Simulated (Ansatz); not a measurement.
`CC1(N)CO1` → `[CH2]` (triplet) + `NC1CO1` at 600 K and 1 bar (formal loss of a carbene).

Gas-phase electronic energies from Ansatz, PBE0-D4/def2-TZVP geometries. CCSD(T)/CBS is the MP2 limit (def2-TZVPP, def2-QZVPP) plus CCSD(T) − MP2 in def2-TZVPP, frozen cores. This one scheme is used for every species. Triplets are unrestricted, without spin–orbit coupling. One conformer a species, not always the lowest.

| species | CCSD(T)/CBS energy (Eh) | H − E (kJ/mol) | S (J/(mol·K)) |
| --- | --- | --- | --- |
| `CC1(N)CO1` | -248.20697 | 325.5 | 389.5 |
| `[CH2]` (triplet) | -39.09499 | 66.5 | 220.8 |
| `NC1CO1` | -208.93796 | 239.3 | 338.0 |

H − E and S are ideal-gas, rigid-rotor, harmonic terms from PBE0-D4/def2-TZVP, for one conformer and one mirror image of each species, with the whole ground term of open shells counted as degenerate. 1 Eh = 2625.50 kJ/mol, R = 8.31446 J/(mol·K).

Task: By hand: ΔE, ΔH, ΔS and ΔG.

Result: ΔE = (-39.09499) + (-208.93796) − (-248.20697) = 0.17402 Eh = 456.9 kJ/mol. Δ(H − E) = 66.5 + 239.3 − 325.5 = -19.7, so ΔH = 437.2 kJ/mol. ΔS = 220.8 + 338.0 − 389.5 = 169.3 J/(mol·K). ΔG = 437.2 − 600 × (169.3)/1000 = 335.6 kJ/mol.

Task: By hand: the equilibrium constant, and the temperature at which ΔG would vanish if ΔH and ΔS stayed fixed.

Result: log₁₀ K = −ΔG/(RT ln 10) = -29.2. ΔG = 0 at ΔH/ΔS = 2582 K, far beyond where these terms or the molecules hold.

The number of gas molecules changes by +1, which sets the sign of ΔS. A doubt of 5 kJ/mol in ΔE shifts log₁₀ K by 0.4 here. Other conformers and mirror images would add mixing entropy, several J/(mol·K) or more a flexible species. A triplet takes part, so the spin changes. These are equilibria of isolated gas molecules and say nothing of rates. Largest T1 diagnostic: 0.011 (customary marks: 0.02 for closed shells, 0.045 for open ones).
